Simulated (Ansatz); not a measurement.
# CAlF: the cost of one run

Computed with Ansatz 0.2.0, Gaussian basis. Level: def2-QZVPP, all electrons in the functionals, frozen cores in the correlation of double hybrids and RPA.

The runs, in order: wB97M-V, B2PLYP, at charge 0, triplet; charge 0, singlet; charge 0, quintet; charge 1, doublet; charge 1, quartet.

2 further runs of the same task are left out: 2 set aside as unsound or not needed.

**1. The system**

The geometry is a PBE0/def2-TZVP stationary point (not a proven minimum).

3 atoms, charge 0, spin multiplicity 3.

Atoms are counted from 1 here; the program's logs count them from 0.

Bond lengths: C1–Al2 1.940 Å, Al2–F3 1.645 Å. Angles: C1–Al2–F3 180.0°.

Coordinates:

```xyz
3
charge 0, multiplicity 3
C     0.00000    0.00000    1.84177
Al    0.00000    0.00000   -0.09843
F     0.00000    0.00000   -1.74333
```

No dispersion term is added; wB97M-V holds VV10 nonlocal correlation.

The geometry shown and the zero of energy belong to the point charge 0, triplet. The yardstick, UCCSD(T), and other wave-function levels (R restricted, U unrestricted, valence and pair active spaces) come from earlier runs.

**2. wB97M-V, charge 0, triplet**

in.yaml

```yaml
crystal:
  periodic: [false, false, false]
  atoms:
    - {symbol: C, position_ang: [0.000000, 0.000000, 1.841767]}
    - {symbol: Al, position_ang: [0.000000, 0.000000, -0.098433]}
    - {symbol: F, position_ang: [0.000000, 0.000000, -1.743333]}
basis:
  gaussian: {orbitals: "def2-QZVPP.json"}
magnetization: {spin_polarized: true, initial_magnetization: 2}
hamiltonian: {xc: {name: wB97M-V}}
output: {orbitals: {seedname: orbitals}}
```

Started as:

```console
ansatz run in.yaml --threads 1 --pin off --events-out ev --progress --plain --max-ram 2393MiB
```

**Question.** How long does this run take on 1 thread of Arm Neoverse V1, shared host, and how much memory does it need?

About 23 s, with a peak of 0.45 GiB.
